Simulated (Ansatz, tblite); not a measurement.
# The cluster Na2Se: a ladder of methods and basis sets

The task here is to estimate one member of a computed series from the others.

The runs use Ansatz 0.2.0, Gaussian basis; as each input shows.

Plan: GFN1-xTB, GFN2-xTB, PBE-D4/def2-TZVP, r2SCAN-D4/def2-TZVP, revPBE-D4/def2-TZVP, HF/def2-TZVP, BLYP-D4/def2-TZVP, B2PLYP/def2-TZVP, LDA/def2-TZVP, PBE-D4/def2-SVP, PBE0-D4/def2-SVP, HF/STO-3G, PBE0-D4/def2-TZVPD, PBE-D4/def2-TZVPD, r2SCAN-D4/def2-TZVPD, CCSD(T)/def2-TZVPP, MP2/def2-TZVP, RPA/def2-TZVP, CCSD(T)/def2-TZVPD.

1 further run of the same task is left out (set aside as unsound or not needed). Runs told in other sessions of the task aren't counted.

## The relaxed structure

The geometry is that of the singlet, from an earlier relaxation (PBE-D4/def2-TZVP). At that level it is the lowest of the isomers that a small search found.

3 atoms, charge 0, spin multiplicity 1.

Bond lengths: Na1–Se3 2.563 Å, Na2–Se3 2.563 Å. Angles: Na1–Se3–Na2 107.7°.

PBE0-D4/def2-TZVP was run before; its log isn't repeated, and its numbers join the tables.

Set-up of the first run:

Tight binding, by tblite at 300 K electronic temperature and without a spin-polarisation term:

```python
tblite.interface.Calculator('GFN1-xTB', numbers, positions, charge=0, uhf=0).singlepoint()
```

Tight binding, by tblite at 300 K electronic temperature and without a spin-polarisation term:

```python
tblite.interface.Calculator('GFN2-xTB', numbers, positions, charge=0, uhf=0).singlepoint()
```

start.molden holds the orbitals of an earlier run on this state, given as this run's starting guess.

Input file in.yaml:

```yaml
crystal:
  periodic: [false, false, false]
  atoms:
    - {symbol: Na, position_ang: [-0.734003, -1.883093, 0.674711]}
    - {symbol: Na, position_ang: [1.341045, 1.653011, 0.095915]}
    - {symbol: Se, position_ang: [-0.607052, 0.230092, -0.770636]}
basis:
  gaussian: {orbitals: def2-TZVP, initial_orbitals: start.molden}
hamiltonian: {xc: pbe, dispersion: d4}
scf: {omitted_lower_state_checks: [starts]}
output: {orbitals: {seedname: orbitals}}
```

Started as:

```console
> ansatz run in.yaml --threads 4 --pin off --events-out ev --progress --plain --max-ram 3916MiB
```

Among the steps run: PBE-D4/def2-TZVP; r2SCAN-D4/def2-TZVP; revPBE-D4/def2-TZVP; HF/def2-TZVP; BLYP-D4/def2-TZVP; B2PLYP/def2-TZVP; LDA/def2-TZVP; PBE-D4/def2-SVP; PBE0-D4/def2-SVP; HF/STO-3G; PBE0-D4/def2-TZVPD; PBE-D4/def2-TZVPD; r2SCAN-D4/def2-TZVPD; CCSD(T)/def2-TZVPP; MP2/def2-TZVP; RPA/def2-TZVP; CCSD(T)/def2-TZVPD.

One table of the session follows, with a row left open; its other results are not shown here.

It belongs to the step «Levels side by side». 

```
               level  HOMO (eV)  LUMO (eV)  gap (eV)
           HF/STO-3G       0.69      12.01     11.32
        HF/def2-TZVP      -5.88      -0.01      5.88
       LDA/def2-TZVP      -3.32      -1.94      1.38
     PBE-D4/def2-SVP      -3.04      -1.79      1.25
    PBE-D4/def2-TZVP      -3.20      -1.88      1.32
   PBE-D4/def2-TZVPD          ?          ?         ?
 revPBE-D4/def2-TZVP      -3.13      -1.83      1.30
   BLYP-D4/def2-TZVP      -3.11      -1.92      1.19
 r2SCAN-D4/def2-TZVP      -3.19      -1.41      1.78
r2SCAN-D4/def2-TZVPD      -3.21      -1.40      1.80
    PBE0-D4/def2-SVP      -3.84      -1.25      2.59
   PBE0-D4/def2-TZVP      -3.99      -1.34      2.66
  PBE0-D4/def2-TZVPD      -4.01      -1.34      2.67
```

**Question.** Estimate the row for PBE-D4/def2-TZVPD.

The run gave: HOMO (eV): -3.22; LUMO (eV): -1.88; gap (eV): 1.34. In the column «HOMO (eV)» it lies between LDA/def2-TZVP (-3.32) and r2SCAN-D4/def2-TZVPD (-3.21).
